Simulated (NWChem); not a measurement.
# One shape, several levels: doublet [F2]+

Aim: a comparison of 3 runs (UHF/cc-pVTZ, UMP2/cc-pVTZ, UCCSD/cc-pVTZ) of doublet [F2]+. 

The calculation is run with NWChem 7.3.0.

### 1 Starting point

The species is [F2]+ (2 atoms), meant as a doublet with charge +1. SMILES of the parent species: `FF`. Geometry: relaxed at PBE0-D4/def2-TZVP. That shape belongs to the parent species and isn't relaxed for this state.

Bond lengths: F1–F2 1.376 Å.

### 2 The energy at UHF/cc-pVTZ (run 1)

struct.xyz reads:

```xyz
2
F2 hf
F     -0.583900     0.212400    -0.295000
F      0.583900    -0.212400     0.295000
```

struct.nw reads:

```
start struct
title "F2 hf"
memory total 2200 mb
charge 1

geometry units angstrom noautosym nocenter noautoz
 load struct.xyz
end

basis spherical bse
 * library cc-pVTZ
end

scf
 doublet
 uhf
 thresh 1e-08
 maxiter 80
end

task scf energy
```

Run with:

```console
$ nwchem struct.nw > struct.out
```

Log:

```text
[...]
  functions       =    60
[...]
  wavefunction    = UHF
[...]
         Total SCF energy =   -198.169619206480
      One electron energy =   -330.997172492357
      Two electron energy =    101.668100280700
 Nuclear repulsion energy =     31.159453005178
                       Sz =      0.5000
                 Sz(Sz+1) =      0.7500
                      S^2 =      0.7685
[...]
```

Run time: 3.3 s. Hardware: 1 thread of Intel Xeon 6975P-C (Granite Rapids), shared host; peak memory 0.096 GiB.

### 3 The energy at UMP2/cc-pVTZ (run 2)

run.py reads:

```python
from ase import Atoms
from ase.calculators.nwchem import NWChem

molecule = Atoms(['F', 'F'], positions=[
    [-0.583900, 0.212400, -0.295000],
    [0.583900, -0.212400, 0.295000],
])

calc = NWChem(
    label='f2',
    theory='mp2',
    memory='2200 mb',
    basis='cc-pVTZ',
    basispar='spherical bse',
    charge=1,
    scf={'nopen': '1', 'uhf': None, 'thresh': '1e-08', 'maxiter': '80', 'print': 'low'},
    mp2={'freeze': 'core 2', 'tight': None},
    task='energy',
)
molecule.calc = calc

e = molecule.get_potential_energy()
print(f"E = {e:.6f} eV")
```

Run with:

```console
$ export ASE_NWCHEM_COMMAND="nwchem PREFIX.nwi > PREFIX.nwo"
$ python run.py
```

Log:

```text
E = -5407.309598 eV
```

The calculator wrote f2.nwi:

```
title "f2"

permanent_dir f2

scratch_dir f2

start f2

geometry units angstrom nocenter noautosym noautoz
  F  -5.8389999999999997e-01 2.1240000000000001e-01 -2.9499999999999998e-01
  F  5.8389999999999997e-01 -2.1240000000000001e-01 2.9499999999999998e-01
end

charge 1

memory 2200 mb

basis spherical bse noprint
   * library cc-pVTZ
end

scf
  nopen 1
  uhf
  thresh 1e-08
  maxiter 80
  print low
end
mp2
  freeze core 2
  tight
end

task mp2 energy
```

f2.nwo:

```text
Northwest Computational Chemistry Package (NWChem) 7.3.0
             --------------------------------------------------------

           Job information
           ---------------

    nwchem branch   = 7.3.0
    use scalapack   = T
    input           = f2.nwi
    prefix          = f2.
    data base       = f2/f2.db
    status          = startup
    nproc           =        1

           Memory information
           ------------------

[... 5 lines left out ...]
    hardfail = no
[... 67 lines left out ...]
       Final UHF  results
[... 3 lines left out ...]
      One electron energy =   -330.997172492428
[... 1 line left out ...]
 Nuclear repulsion energy =     31.159453005178
[... 61 lines left out ...]
          ---------------------------------------------------
                    Spin Component Scaled (SCS) MP2
          Same spin pairs                     -0.147254542492
          Same spin scaling factor             0.333333333333
          Opposite spin pairs                 -0.398090374543
          Opposite spin scaling fact.          1.200000000000
          SCS-MP2 correlation energy          -0.526793296949
          Total SCS-MP2 energy              -198.696412503442
          ---------------------------------------------------

 -----------------------
 Task  times  cpu:        3.4s     wall:        3.4s
 Total times  cpu:        3.4s     wall:        3.4s
```

Wall time 4.5 s (1 thread of Intel Xeon 6975P-C (Granite Rapids), shared host); peak memory 0.12 GiB.

### 4 The energy at UCCSD/cc-pVTZ (run 3)

f2.nw reads:

```
start f2
title "F2"
memory total 2200 mb
charge 1

geometry units angstroms noautosym nocenter noautoz
  F    -0.583900    0.212400   -0.295000
  F     0.583900   -0.212400    0.295000
end

basis spherical bse
  * library cc-pVTZ
end

scf
  nopen 1
  uhf
  thresh 1e-08
  maxiter 80
  noprint "final vectors analysis"
end

tce
  scf
  ccsd
  freeze core 2
  maxiter 60
end

task tce energy
```

Run with:

```console
$ nwchem f2.nw > f2.out
```

Log:

```text
[...]
  functions       =    60
[...]
  wavefunction    = UHF
[...]
         Total SCF energy =   -198.169619206461
      One electron energy =   -330.997172492353
      Two electron energy =    101.668100280714
 Nuclear repulsion energy =     31.159453005178
                       Sz =      0.5000
                 Sz(Sz+1) =      0.7500
                      S^2 =      0.7685
[...]
         Wavefunction type : Unrestricted Hartree-Fock
          No. of electrons :    17
[...]
         Spin multiplicity : doublet
[...]
 CCSD total energy / hartree       =      -198.699485936309173
[...]
```

Run time: 10 s. Hardware: 1 thread of Intel Xeon 6975P-C (Granite Rapids), shared host; peak memory 0.48 GiB.

### 5 The series

```csv
run,level,module,frozen core orbitals,energy (Eh),⟨S²⟩,wall time
1,UHF/cc-pVTZ,scf,–,-198.169619,0.768,3.3 s
2,UMP2/cc-pVTZ,mp2,2,-198.714964,0.768,4.5 s
3,UCCSD/cc-pVTZ,tce,2,-198.699486,0.768,10 s
```

### 6 Summary of results

| quantity | value |
| --- | --- |
| run 3: total energy | -198.69949 Eh |
| run 3: correlation energy (2 core orbitals frozen) | -529.9 mEh |
| run 3: ⟨S²⟩ of the reference determinant | 0.768 |

Below the UHF energy at the same shape and in the same basis (cc-pVTZ): UMP2 -545.3 mEh; UCCSD -529.9 mEh. All runs together took 18 s, the longest 10 s.
